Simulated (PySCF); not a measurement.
Level of theory and gas-phase deprotonation enthalpies: diazenylium

Structure: `N#[NH+]` ([HN2]+). Coordinates in Å; atoms count from 1 in this order:
```
N     1.0794    0.2125   -0.0131
N    -0.0077    0.1001   -0.0083
H    -1.0467   -0.0073   -0.0037
```

All levels share the PBE0-D3(BJ)/ma-def2-SVP structures and the PBE0-D3(BJ)/ma-def2-SVP thermal terms; only the single-point energies (PySCF) change. Values are gas-phase deprotonation enthalpies (298 K, kJ/mol).

```csv
level,N2,abs. error,time
HF/aug-cc-pVTZ,482,8.4,0.45 s
MP2/aug-cc-pVTZ,485,6.0,2.7 s
ωB97X-D3(BJ)/ma-def2-TZVP,492,1.3,–
CCSD(T)/aug-cc-pVTZ,492,1.6,44 s
ATcT 1.112,491,,
```

Times are wall times for all single points of a level on 1 thread of Arm Neoverse V1, a shared host; the dash marks the run that also made the structures.

Hartree-Fock leaves out electron correlation, so its deprotonation energies can be off by tens of kJ/mol.

The spread: 10 kJ/mol, from 482 to 492.
